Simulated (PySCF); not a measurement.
C3H7O (SMILES C[CH-]OC), charge -1, singlet, at a GFN2-xTB geometry; MP2/pcseg-1 in PySCF.

Input for PySCF:
```python
from pyscf import gto, scf, mp

mol = gto.M(
    atom='''
O     0.275249   -0.584207   -0.623035
C     0.094019    0.903338   -0.294032
C     1.024605   -1.203596    0.342290
C    -1.279346    1.022850    0.395882
H    -0.065096    1.311894   -1.335595
H     1.248775   -2.231603    0.010340
H     1.982234   -0.682047    0.532920
H     0.501825   -1.276230    1.317668
H    -2.141258    0.558954   -0.131568
H    -1.248100    0.571009    1.396632
H    -1.516041    2.086133    0.529044
''',
    basis='pcseg-1',
    charge=-1,
    spin=0,
    verbose=5,
)

mf = scf.RHF(mol)
mf.kernel()

pt = mp.MP2(mf)
pt.kernel()
print('E(MP2) = %.10f' % pt.e_tot)
```

The log (banner, timings and long lists left out):

```
PySCF version 2.14.0

[INPUT] verbose = 5
[INPUT] max_memory = 4000
[INPUT] num. atoms = 11
[INPUT] num. electrons = 34
[INPUT] charge = -1
[INPUT] spin (= nelec alpha-beta = 2S) = 0
[INPUT] symmetry False subgroup None
[INPUT] Mole.unit = angstrom
[INPUT] Symbol           X                Y                Z      unit          X                Y                Z       unit  Magmom
[...]
[INPUT] ---------------- BASIS SET ----------------
[INPUT] l, kappa, [nprim/nctr], expnt,             c_1 c_2 ...
[INPUT] H
[...]
                                1.86871           0.15915    0
                                0.418208           0.5    0
                                0.1061               0    1
[...]
[INPUT] O
[...]
                                344.416           0.0437333    0    0
                                78.2538           0.194796    0    0
                                21.7195            0.5    0    0
                                6.55907           0.484614    0    0
                                10.4656              0 -0.0713343    0
                                0.964351             0  0.5    0
                                0.285127             0    0    1
[...]
                                3.68999           0.242689    0
                                0.992996           0.5    0
                                0.244924             0    1
[...]
[INPUT] C
[...]
                                187.145           0.0449576    0    0
                                42.5126           0.197901    0    0
                                11.7393            0.5    0    0
                                3.50548           0.480364    0    0
                                5.39089              0 -0.070398    0
                                0.493341             0  0.5    0
                                0.149741             0    0    1
[...]
                                1.93658           0.224999    0
                                0.526296           0.5    0
                                0.136319             0    1
[...]
nuclear repulsion = 123.844098859576
number of shells = 26
number of NR pGTOs = 149
number of NR cGTOs = 91
basis = pcseg-1
ecp = {}

******** <class 'pyscf.scf.hf.RHF'> ********
method = RHF
initial guess = minao
damping factor = 0
level_shift factor = 0
DIIS = <class 'pyscf.scf.diis.CDIIS'>
diis_start_cycle = 1
diis_space = 8
diis_damp = 0
SCF conv_tol = 1e-09
SCF conv_tol_grad = None
SCF max_cycles = 50
[...]
   1.83161074   1.90729365   1.95768422   2.17727526   2.18195777
   2.27651174   2.30261499   2.33733027   2.36320474   2.37283062
   2.38741558   2.39671166   2.43377975   2.4460581    2.46591587
   2.46821307   2.51765091   2.5811106    2.6671222    2.71966012
   2.75961505   2.84622393   2.96971447   2.98134512   2.99623197
   3.07001045   3.12255496   3.15008895   3.2469329    3.28308983
   3.33796643   3.38702218   3.48996333   3.53016493   3.61199725
   3.65206143   3.76893884   3.78177545   3.80690384   3.83215469
   3.90263547]
E1 = -514.1391252836908  E2 = 197.93767960126883  Ecoul = 224.34669037762123  Exc = -26.409010776352403
cycle= 11 E= -192.357346822846  delta_E= -1.61e-10  |g|= 2.85e-06  |ddm|= 7.69e-05
[...]
  mo_energy =
[-20.29192427 -11.06833485 -11.00172634 -10.96725426  -1.12425317
  -0.77316713  -0.70523568  -0.55280203  -0.42802445  -0.41582523
  -0.37783353  -0.34713066  -0.33074128  -0.27134586  -0.24835528
  -0.18296095  -0.04496807   0.33444665   0.3566735    0.38569969
   0.40116639   0.41151455   0.42574662   0.45202703   0.49590363
   0.55912378   0.61796138   0.77504175   0.78486482   0.81120887
   0.84902726   0.87113448   0.94996528   0.97922964   1.0288117
   1.03865401   1.06365488   1.07616431   1.08066062   1.09322232
   1.1210629    1.13257431   1.14842363   1.26316882   1.39455565
   1.40583574   1.5046533    1.62488685   1.71207686   1.81454703
   1.83161044   1.90729336   1.95768398   2.17727488   2.1819574
   2.27651127   2.30261461   2.33733022   2.36320473   2.3728303
   2.38741547   2.39671157   2.43377962   2.44605779   2.46591548
   2.46821292   2.51765069   2.58111032   2.66712192   2.71965969
   2.75961477   2.84622359   2.96971419   2.98134473   2.9962319
   3.07001028   3.1225547    3.15008868   3.24693251   3.28308946
   3.33796605   3.38702192   3.48996316   3.53016463   3.61199682
   3.65206101   3.76893853   3.7817754    3.80690361   3.83215448
   3.90263496]
E1 = -514.1391337094241  E2 = 197.9376880269967  Ecoul = 224.34669961360513  Exc = -26.409011586608415
Extra cycle  E= -192.357346822851  delta_E= -5.4e-12  |g|= 1.36e-06  |ddm|= 8.83e-06
converged SCF energy = -192.357346822851

******** <class 'pyscf.mp.mp2.RMP2'> ********
nocc = 17, nmo = 91
transform (ia|jb) incore
E(RMP2) = -192.996345437783  E_corr = -0.638998614931274
E(SCS-RMP2) = -192.992657398804  E_corr = -0.635310575952396
E_corr(same-spin) = -0.151716648421308
E_corr(oppo-spin) = -0.487281966509967
E(MP2) = -192.9963454378
```
